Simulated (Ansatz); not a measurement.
PH2⁺, singlet: reading a ladder of total energies

Geometry: displaced at random from a stationary point.

```json
{"atom": "P", "x (Å)": "0.0077", "y (Å)": "-0.0603", "z (Å)": "-0.0005"}
{"atom": "H", "x (Å)": "-0.1571", "y (Å)": "0.9434", "z (Å)": "-1.0144"}
{"atom": "H", "x (Å)": "-0.0805", "y (Å)": "0.9110", "z (Å)": "1.0285"}
```

Basis cc-pVDZ; Ansatz 0.2.0. Only valence electrons are correlated (noble-gas cores frozen), which leaves 6 electrons in 23 orbitals. Prefix R: restricted or restricted open-shell reference.

Full CI is exact within this basis and frozen core; it isn't the basis-set limit.

Runs differ by some tens of microhartree through their thresholds, so steps under 0.03 kcal/mol mean nothing.

```json
{"level": "RHF", "total energy (hartree)": "-341.529371"}
{"level": "RMP2", "total energy (hartree)": "-341.626307"}
{"level": "RCCSD", "total energy (hartree)": "-341.655737"}
{"level": "RCCSD(T)", "total energy (hartree)": "-341.658195"}
{"level": "RCCSDT", "total energy (hartree)": "-341.658792"}
{"level": "RCCSDT(Q)", "total energy (hartree)": "-341.658906"}
{"level": "RCCSDTQ", "total energy (hartree)": "-341.658932"}
{"level": "full CI", "total energy (hartree)": "-341.658935"}
```

What is the correlation energy at full CI, and what share of it do RMP2 and RCCSDT recover?

E(corr) = -341.658935 − (-341.529371) = -0.129564 hartree = -3.526 eV. RMP2: -0.096936 / -0.129564 = 74.82 %. RCCSDT: -0.129421 / -0.129564 = 99.89 %.

By how many kcal/mol does RCCSD(T) miss full CI (1 hartree = 627.509 kcal/mol), and which steps make up the rest?

-341.658195 − (-341.658935) = 0.000740 hartree = 0.46 kcal/mol. Steps: RCCSDT − RCCSD(T) = -0.37, RCCSDT(Q) − RCCSDT = -0.07, RCCSDTQ − RCCSDT(Q) = -0.02, full CI − RCCSDTQ = 0.00 kcal/mol. That is within 1 kcal/mol of the reference in this basis, which itself misses far more of the correlation at the basis-set limit.
